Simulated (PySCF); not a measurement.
Computed with PBE-D3(BJ)/def2-TZVP // B3LYP-D3(BJ)/def2-TZVP run with PySCF. Gas-phase values, no solvent. 

Reference species (SMILES): `[SiH3]` (neutral, multiplicity 2).

| Item | Result |
|---|---|
| dipole moment | 0.03 D |

Changed species: `[F][Ga][F]` (radical fragment; the reference has radical fragment).

Predict the effect on the dipole moment.

the dipole moment goes up by 2.19 D, to 2.22 D.
